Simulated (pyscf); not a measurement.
Optimised with ωB97X-D3(BJ)/def2-SVP in PySCF.

**Question.** For the elementary gas-phase step SnH₄ + water (H₂O) -> HO–SnH₃ + hydrogen (H₂) (singlet surface; H–Sn, H–O broken, O–Sn, H–H formed), what barrier and reaction energy does HF/def2-TZVP give, measured from the separated reactants?

**Answer.** ΔE‡ = 51.2 kcal/mol, ΔE = +4.0 kcal/mol. ωB97M-D3(BJ)/def2-TZVP gives 36.2 kcal/mol and +2.1 kcal/mol. Zero-point energy shifts the barrier by -0.6 kcal/mol. It is a four-centre exchange, with an imaginary mode of 1386i cm⁻¹. At the saddle there is also a short H–Sn contact that neither side keeps. This is the saddle that the search found; another between the same sides may lie lower. Elements past Kr carry the def2 core potentials, without spin-orbit coupling.
